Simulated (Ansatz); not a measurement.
**doublet Cl2(+): levels of theory in one basis**

```xyz
2

Cl    0.0000    0.0000    0.0000
Cl    0.0000    0.0000    2.0801
```

Basis set: def2-SVP (spherical functions). Correlated methods keep 10 orbitals frozen. Correlation on ROHF uses semicanonical orbitals with singles. Charge 1, multiplicity 2.

Computed with Ansatz (development build ahead of 0.2.0); each method stands on the lowest determinant of its kind that the runs found.

| method | E − E(ROHF) (eV) | <S²> of the determinant |
| --- | --- | --- |
| ROHF | 0.00 | 0.75 |
| UHF | -0.14 | 0.77 |
| ROHF-MP2 | -7.05 | – |
| UHF-MP2 | -7.02 | 0.77 |
| ROHF-CCSD(T) | -8.46 | – |
| UHF-CCSD(T) | -8.46 | 0.77 |

Is a single determinant a sound starting point here?

Only with care. Unrestricted orbitals gain 0.14 eV and <S²> is 0.77 against 0.75 for a pure state, but several determinants compete.

Caution: the determinant may break the point group. Caution for ROHF-MP2, UHF-MP2: MP2 on this radical cation hangs on the determinant chosen; another reference gives a lower total.
